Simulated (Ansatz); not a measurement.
Ideal-gas functions of C$_{4}$H$_{3}$FS (`Fc1cccs1`) at 500 K and 1 bar, from an Ansatz frequency run at PBE0-D4/def2-TZVP.

Molar mass 102.13 g/mol, point group Cs (symmetry number 1), electronic degeneracy 1, moments of inertia 93.494, 156.033, 249.527 u Å². Harmonic wavenumbers (cm⁻¹, unscaled): 274, 370, 497, 551, 565, 693, 733, 754, 827, 870, 906, 1057, 1105, 1243, 1259, 1402, 1516, 1621, 3229, 3251, 3273.

Use S(trans) = R[1.5 ln M + 2.5 ln T − 1.1517]; rotational temperatures θ = 24.2544 K / I; S(rot) = R[ln(√π/σ · √(T³/θAθBθC)) + 1.5]; for each mode x = 1.438777 ν̃/T, S = R[x/(eˣ − 1) − ln(1 − e⁻ˣ)] and H = RT x/(eˣ − 1); 1 cm⁻¹ = 0.0119627 kJ/mol; R = 8.31446 J/(mol·K).

**Question.** By hand: the entropy, in J/(mol·K).

**Answer.** Translation 177.3. Rotation: θ = 0.2594, 0.1554, 0.0972 K, giving 117.8. Vibration, mode by mode: 10.50, 8.18, 6.01, 5.30, 5.13, 3.83, 3.50, 3.33, 2.83, 2.56, 2.36, 1.68, 1.50, 1.09, 1.05, 0.75, 0.58, 0.45, 0.01, 0.01, 0.01, in all 60.7. Electronic 0.0. Sum 355.8 J/(mol·K).

**Question.** By hand: H − E and G − E in kJ/mol, counted from the electronic energy.

**Answer.** Zero-point energy ½ × 25996 × 0.0119627 = 155.5; thermal vibration 19.5; translation, rotation and pV give 4 RT = 16.6. H − E = 191.6 kJ/mol, and G − E = 191.6 − 500 × 355.8/1000 = 13.7 kJ/mol.

Vibration gives 17 % of the entropy.
